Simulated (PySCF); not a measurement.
# BH5S (SMILES [BH3-][SH2+]): levels of theory compared

Aim: a comparison of 6 runs (MP2/STO-3G, CCSDT(Q)/STO-3G, QCISD(T)/STO-3G, CISD/STO-3G, CCSD(T)/STO-3G, FCI/STO-3G) of BH5S. The job is set up through a Python script.

The results are computed with PySCF 2.14.0.

4 further runs of the same task are left out: 1 that didn't finish, 3 set aside as unsound or not needed.

### 1 Starting point

BH5S: 7 atoms, total charge 0, spin state singlet. SMILES: `[BH3-][SH2+]`. The B1–H3 distance was set to 3.381 Å, away from the relaxed value. At this shape a bond of the SMILES string is far longer than usual.

Bond lengths: B1–S2 1.975 Å, B1–H4 1.203 Å, B1–H5 1.207 Å, S2–H6 1.346 Å, S2–H7 1.346 Å. Angles: B1–S2–H6 103.7°, B1–S2–H7 103.7°, S2–B1–H4 107.0°, S2–B1–H5 100.3°, H6–S2–H7 92.5°, H4–B1–H5 116.2°.

### 2 The energy at MP2/STO-3G (run 1)

File run.py:

```python
from pyscf import gto, mp

system = gto.Mole()
system.atom = '''
B    1.450122  -1.357739  -0.635343
S    2.544322   0.081361   0.159857
H   -1.623200   0.036400  -0.431500
H    1.631322  -2.343839   0.028657
H    1.900322  -1.378339  -1.755543
H    2.261722   0.007561   1.473857
H    3.751122  -0.490739   0.327857
'''
system.verbose = 3
system.basis = 'sto-3g'
system.max_memory = 1860
system.build()

mf = system.RHF()
mf.conv_tol = 1e-10
mf.kernel()
if not mf.converged:
    mf = mf.newton().run(mf.mo_coeff, mf.mo_occ)

pt = mp.MP2(mf, frozen=6).run()
energy = pt.e_tot
print('E(%s) = %.9f' % ('MP2', energy))
```

Launch:

```
OMP_NUM_THREADS=1 python run.py
```

What it wrote:

```text
converged SCF energy = -420.02110238052
E(RMP2) = -420.222960767121  E_corr = -0.201858386601469
E(SCS-RMP2) = -420.256430897346  E_corr = -0.235328516826358
E(MP2) = -420.222960767
```

Run time: 0.64 s. Hardware: 1 thread of Arm Neoverse V2, shared host; peak memory 0.12 GiB.

### 3 The energy at CCSDT(Q)/STO-3G (run 2)

File geometry.xyz:

```xyz
7
BH5S
B      1.450122    -1.357739    -0.635343
S      2.544322     0.081361     0.159857
H     -1.623200     0.036400    -0.431500
H      1.631322    -2.343839     0.028657
H      1.900322    -1.378339    -1.755543
H      2.261722     0.007561     1.473857
H      3.751122    -0.490739     0.327857
```

File run.py:

```python
from pyscf import gto, scf, cc

mol = gto.M(
    atom='geometry.xyz',
    charge=0,
    max_memory=1860,
    basis='sto-3g',
    verbose=4,
)

mf = scf.RHF(mol)
mf.conv_tol = 1e-10
mf.kernel()
if not mf.converged:
    mf = mf.newton().run(mf.mo_coeff, mf.mo_occ)

mycc = cc.CCSDT(mf, frozen=6)
mycc.kernel()
e_bracket, e_q = mycc.ccsdt_q()
e_final = mycc.e_tot + e_q
print('Final energy', e_final)
```

Launch:

```
OMP_NUM_THREADS=1 python run.py
```

What it wrote:

```text
PySCF version 2.14.0

[... 63 lines left out ...]
converged SCF energy = -420.02110238052
[... 16 lines left out ...]
WARN: A large `blksize` is being used, which may cause large memory consumption
[... 12 lines left out ...]
Init t2, MP2 energy = -420.222960933932  E_corr(MP2) -0.201858553412
[... 18 lines left out ...]
RCCSDT converged
[... 5 lines left out ...]
Final energy -420.3149041418108
```

It took 1.5 s on 1 thread of Arm Neoverse V2, shared host; peak memory 0.11 GiB.

Runs 3 to 4 aren't shown in full; the table further down has their settings and results.

### 4 A single-point energy at CCSD(T)/STO-3G (run 5)

File run.py:

```python
from pyscf import gto, cc

molecule = gto.M(
    atom='''
B    1.450122  -1.357739  -0.635343
S    2.544322   0.081361   0.159857
H   -1.623200   0.036400  -0.431500
H    1.631322  -2.343839   0.028657
H    1.900322  -1.378339  -1.755543
H    2.261722   0.007561   1.473857
H    3.751122  -0.490739   0.327857
''',
    spin=0,
    max_memory=1860,
    charge=0,
    basis='sto-3g',
    verbose=3,
)

calc0 = molecule.RHF()
calc0.conv_tol = 1e-10
calc0.kernel()
if not calc0.converged:
    calc0 = calc0.newton().run(calc0.mo_coeff, calc0.mo_occ)

mycc = cc.CCSD(calc0, frozen=6)
mycc.kernel()
e_t = mycc.ccsd_t()
energy = mycc.e_tot + e_t
print('Final energy', energy)
```

Launch:

```
OMP_NUM_THREADS=1 python run.py
```

What it wrote:

```text
converged SCF energy = -420.02110238052
E(CCSD) = -420.3114519923166  E_corr = -0.2903496117967737
CCSD(T) correction = -0.0127420283541191
Final energy -420.3241940206707
```

Wall time 0.78 s (1 thread of Arm Neoverse V2, shared host); peak memory 0.12 GiB.

### 5 A single-point energy at FCI/STO-3G (run 6)

File run.py:

```python
from pyscf import gto, mcscf
from pyscf import fci

mol = gto.Mole()
mol.atom = [
    ('B', (1.450122, -1.357739, -0.635343)),
    ('S', (2.544322, 0.081361, 0.159857)),
    ('H', (-1.623200, 0.036400, -0.431500)),
    ('H', (1.631322, -2.343839, 0.028657)),
    ('H', (1.900322, -1.378339, -1.755543)),
    ('H', (2.261722, 0.007561, 1.473857)),
    ('H', (3.751122, -0.490739, 0.327857)),
]
mol.max_memory = 1860
mol.verbose = 3
mol.basis = 'sto-3g'
mol.charge = 0
mol.build()

mf = mol.RHF()
mf.conv_tol = 1e-10
mf.kernel()
if not mf.converged:
    mf = mf.newton().run(mf.mo_coeff, mf.mo_occ)

cas = mcscf.CASCI(mf, mf.mo_coeff.shape[-1] - 6, (mol.nelec[0] - 6, mol.nelec[1] - 6))  # full CI above the frozen core
cas.fcisolver = fci.direct_spin0.FCI(mol)  # even spin states alone
cas.kernel()
print('<S^2> = %.4f' % cas.fcisolver.spin_square(cas.ci, cas.ncas, cas.nelecas)[0])
e_tot = cas.e_tot
print('E(%s) = %.9f' % ('FCI', e_tot))
```

Launch:

```
OMP_NUM_THREADS=1 python run.py
```

What it wrote:

```text
converged SCF energy = -420.02110238052
CASCI E = -420.315947200538  E(CI) = -33.9904511038176  S^2 = 0.0000000
<S^2> = 0.0000
E(FCI) = -420.315947201
```

It took 51 s on 1 thread of Arm Neoverse V2, shared host; peak memory 0.76 GiB.

### 6 Overview of the runs

```
run            level  energy (Eh)  dipole moment (D) of the reference  HOMO energy (eV)  LUMO energy (eV)  wall time
  1       MP2/STO-3G  -420.222961                                8.00             -1.74              3.86     0.64 s
  2  CCSDT(Q)/STO-3G  -420.314904                                8.00             -1.74              3.86      1.5 s
  3  QCISD(T)/STO-3G  -420.317458                                8.00             -1.74              3.86     0.66 s
  4      CISD/STO-3G  -420.268390                                8.00             -1.74              3.86      0.7 s
  5   CCSD(T)/STO-3G  -420.324194                                8.00             -1.74              3.86     0.78 s
  6       FCI/STO-3G  -420.315947                                8.00             -1.74              3.86       51 s
```

### 7 Outcome

```
                                          quantity          value
                               run 6: total energy  -420.31595 Eh
       run 6: dipole moment (Hartree–Fock density)         8.00 D
        run 6: HOMO energy (Hartree–Fock orbitals)       -1.74 eV
        run 6: LUMO energy (Hartree–Fock orbitals)        3.86 eV
      run 6: HOMO–LUMO gap (Hartree–Fock orbitals)        5.59 eV
run 6: correlation energy (6 core orbitals frozen)     -294.8 mEh
```

What this shows: Against full CI in this basis: MP2 +93.0 mEh; CCSDT(Q) +1.0 mEh; QCISD(T) -1.5 mEh; CISD +47.6 mEh; CCSD(T) -8.2 mEh. In runs 3, 5 the T1 diagnostic is large, so a single reference may not serve. In runs 1, 2, 3, 4, 5, 6 the basis is minimal, so the values are rough. All runs together took 56 s, the longest 51 s.
